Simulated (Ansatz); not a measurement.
# BH3S (SMILES BS): levels of theory compared

Wanted: a comparison of 6 runs (HF/STO-3G, BLYP/STO-3G, HSE06/STO-3G, CCSDT/STO-3G, CCSDTQ/STO-3G, CCSD(T)/STO-3G) of BH3S. 

The calculation is run with Ansatz 0.2.0.

54 further runs of the same task are left out: 2 that didn't finish, 52 set aside as unsound or not needed.

## Step 1: Starting point

BH3S: 5 atoms, total charge 0, spin state singlet. As SMILES, `BS`. The S2–B1 distance was set to 2.647 Å, away from the relaxed value. At this shape a bond of the SMILES string is far longer than usual.

Bond lengths: B1–H3 1.192 Å, B1–H4 1.190 Å, S2–H5 1.344 Å. Angles: H3–B1–H4 122.7°. A long bond or contact: B1–S2 2.647 Å.

## Step 2: A single-point energy at HF/STO-3G (run 1)

input.yaml reads:

```yaml
basis:
  gaussian: {orbitals: STO-3G}
crystal:
  periodic: [false, false, false]
  atoms:
    - {symbol: B, position_ang: [-0.668995, -1.249936, 0.209298]}
    - {symbol: S, position_ang: [0.161700, 1.236900, -0.154300]}
    - {symbol: H, position_ang: [-1.839795, -1.385336, 0.385398]}
    - {symbol: H, position_ang: [0.090205, -2.166536, 0.195398]}
    - {symbol: H, position_ang: [1.476100, 1.004400, -0.313600]}
hamiltonian: {xc: hf}
accuracy: high
```

Run with:

```bash
$ ansatz run input.yaml --threads 1 --pin off --max-ram 2610MiB --events-out events.jsonl --progress --plain --runs-dir runs
```

What it wrote:

```text
Warning: RAYON_NUM_THREADS=1 ignored (pool sized by the plan → 1); use --threads N
Functional definition: HF
  name "HF"
  exchange = exact_x
  correlation = 0
275 factors; integrals over basis functions are off by at most 2.5e-8 eV
mean field evaluation 1: about -11400.9461 eV, gradient 2.3e1 eV
mean field evaluation 2: about -11400.9471 eV, gradient 2.3e1 eV
mean field evaluation 4: about -11404.5989 eV, gradient 2.4e0 eV
mean field evaluation 8: about -11404.6650 eV, gradient 5.2e-2 eV
mean field evaluation 16: about -11391.8276 eV, gradient 1.9e1 eV
mean field evaluation 32: about -11404.6650 eV, gradient 1.6e-5 eV
mean field -11404.66497669 eV, -419.1137075338 hartree, gradient 7.0e-9 eV, S^2 0.000000; 1 other end points of the search recorded, 0 dependent functions left out
reference -11404.66497669 eV, -419.1137075338 hartree; 12, 12 occupied and 5, 5 virtual orbitals, 275 factors
Total energy: -11404.66497669 eV, -419.1137075338 hartree
```

Wall time 0.1 s (1 thread of Arm Neoverse V1, shared host).

## Step 3: A single-point energy at BLYP/STO-3G (run 2)

run.yaml reads:

```yaml
basis:
  gaussian:
    orbitals: STO-3G
crystal:
  periodic: [false, false, false]
  atoms:
    - {symbol: B, position_ang: [-0.668995, -1.249936, 0.209298]}
    - {symbol: S, position_ang: [0.161700, 1.236900, -0.154300]}
    - {symbol: H, position_ang: [-1.839795, -1.385336, 0.385398]}
    - {symbol: H, position_ang: [0.090205, -2.166536, 0.195398]}
    - {symbol: H, position_ang: [1.476100, 1.004400, -0.313600]}
hamiltonian:
  xc: {name: BLYP}
accuracy: high
```

Run with:

```bash
$ ansatz run run.yaml --threads 1 --pin off --max-ram 2610MiB --events-out events.jsonl --progress --plain --runs-dir runs
```

What it wrote:

```text
Warning: RAYON_NUM_THREADS=1 ignored (pool sized by the plan → 1); use --threads N
Functional definition: BLYP
  name "BLYP"
  parameter beta = 0.0042
  parameter a = 0.04918
  parameter b = 0.132
  parameter c = 0.2533
  parameter d = 0.349
  exchange = b88_x(beta = beta)
  correlation = lyp_c(a = a, b = b, c = c, d = d)
275 factors; integrals over basis functions are off by at most 2.5e-8 eV
mean field evaluation 1: about -11425.9635 eV, gradient 1.2e1 eV
mean field evaluation 2: about -11369.1135 eV, gradient 9.2e1 eV
mean field evaluation 4: about -11426.3542 eV, gradient 6.6e0 eV
mean field evaluation 8: about -11426.6020 eV, gradient 1.3e-1 eV
mean field evaluation 16: about -11426.5255 eV, gradient 8.1e-6 eV
mean field -11426.52549505 eV, -419.9170667659 hartree, gradient 5.7e-8 eV, S^2 0.000000; 0 other end points of the search recorded, 0 dependent functions left out
reference -11426.52553212 eV, -419.9170681284 hartree; 12, 12 occupied and 5, 5 virtual orbitals, 275 factors
Total energy: -11426.52553212 eV, -419.9170681284 hartree
```

It took 0.87 s on 1 thread of Arm Neoverse V1, shared host.

Run 3 isn't shown in full; the table further down has it.

## Step 4: The energy at CCSDT/STO-3G (run 4)

job.yaml reads:

```yaml
crystal:
  periodic: [false, false, false]
  atoms:
    - {symbol: B, position_ang: [-0.668995, -1.249936, 0.209298]}
    - {symbol: S, position_ang: [0.161700, 1.236900, -0.154300]}
    - {symbol: H, position_ang: [-1.839795, -1.385336, 0.385398]}
    - {symbol: H, position_ang: [0.090205, -2.166536, 0.195398]}
    - {symbol: H, position_ang: [1.476100, 1.004400, -0.313600]}
basis:
  gaussian: {orbitals: STO-3G}
correlation: {method: ccsdt, frozen_orbitals: {B: 1, H: 0, S: 5}}
accuracy: high
scf: {omitted_lower_state_checks: [cluster_reference, increment]}
```

Run with:

```bash
$ ansatz run job.yaml --threads 1 --pin off --max-ram 2610MiB --events-out events.jsonl --progress --plain --runs-dir runs
```

What it wrote:

```text
Warning: RAYON_NUM_THREADS=1 ignored (pool sized by the plan → 1); use --threads N
[... 12 lines left out ...]
6 core orbitals not correlated: weight in the atoms' cores, before any rotation towards them, 1.000 or more for the frozen orbitals, at most 0.000 for the correlated occupied ones
[... 32 lines left out ...]
WARN: these amplitudes may be one of several solutions (largest doubles amplitude 0.33, level shift 0.71 eV)
Total energy: -11408.13509584 eV, -419.2412320604 hartree
Checks for a lower state left out: cluster_reference, increment
```

Run time: 0.22 s. Hardware: 1 thread of Arm Neoverse V1, shared host.

Run 5 isn't shown in full; the table further down has it.

## Step 5: The energy at CCSD(T)/STO-3G (run 6)

input.yaml: that of step 2 with these lines changed.

```diff
@@ -1,3 +1 @@
-basis:
-  gaussian: {orbitals: STO-3G}
 crystal:
@@ -10,3 +8,6 @@
     - {symbol: H, position_ang: [1.476100, 1.004400, -0.313600]}
-hamiltonian: {xc: hf}
+basis:
+  gaussian: {orbitals: STO-3G}
 accuracy: high
+scf: {omitted_lower_state_checks: [cluster_reference, increment]}
+correlation: {method: ccsd_t, frozen_orbitals: {B: 1, H: 0, S: 5}}
```

Run with:

```bash
$ ansatz run input.yaml --threads 1 --pin off --max-ram 2610MiB --events-out events.jsonl --progress --plain --runs-dir runs
```

What it wrote, shortened:

```text
Warning: RAYON_NUM_THREADS=1 ignored (pool sized by the plan → 1); use --threads N
[... 2 set-up lines as earlier in the session ...]
[...]
275 factors; integrals over basis functions are off by at most 2.5e-8 eV
[...]
mean field -11404.66497669 eV, -419.1137075338 hartree, gradient 7.0e-9 eV, S^2 0.000000; 1 other end points of the search recorded, 0 dependent functions left out; unrestricted orbitals would lower it
6 core orbitals not correlated: weight in the atoms' cores, before any rotation towards them, 1.000 or more for the frozen orbitals, at most 0.000 for the correlated occupied ones
reference -11404.66497669 eV, -419.1137075338 hartree; 6, 6 occupied and 5, 5 virtual orbitals, 275 factors
second order -2.23818018 eV of doubles, -0.00000000 eV of singles
cycle   1  -2.83532195 eV  change   -6.8e-1 eV  update   1.1e-1
[...]
cycle  24  -3.38236592 eV  change  -6.9e-11 eV  update   1.4e-9
perturbative correction -0.04680449 eV, -0.0017200333 hartree
WARN: these amplitudes may be one of several solutions (largest doubles amplitude 0.32, level shift 0.71 eV)
Total energy: -11408.09414710 eV, -419.2397272219 hartree
Checks for a lower state left out: cluster_reference, increment
```

Run time: 0.14 s. Hardware: 1 thread of Arm Neoverse V1, shared host.

## Step 6: All runs side by side

```
run           level  frozen core orbitals  energy (Eh)  wall time
  1       HF/STO-3G                     –  -419.113708      0.1 s
  2     BLYP/STO-3G                     –  -419.917068     0.87 s
  3    HSE06/STO-3G                     –  -419.780068      1.1 s
  4    CCSDT/STO-3G                     6  -419.241232     0.22 s
  5   CCSDTQ/STO-3G                     6  -419.241370      2.4 s
  6  CCSD(T)/STO-3G                     6  -419.239727     0.14 s
```

## Step 7: Results

```
                                          quantity          value
                               run 6: total energy  -419.23973 Eh
run 6: correlation energy (6 core orbitals frozen)     -126.0 mEh
                             run 6: (T) correction      -1.72 mEh
                              run 6: T1 diagnostic          0.023
```

**Reading.** Below the HF energy at the same shape and in the same basis (STO-3G): CCSDT -127.5 mEh; CCSDTQ -127.7 mEh; CCSD(T) -126.0 mEh. Totals of different functionals can't be ranked against each other. In runs 4, 5, 6 the log says that unrestricted orbitals would lower the reference, so the values rest on an unstable closed-shell determinant (other closed-shell runs at this shape may share the fault). In runs 1, 2, 3, 4, 5, 6 the basis is minimal, so the values are rough. All runs together took 4.8 s, the longest 2.4 s.
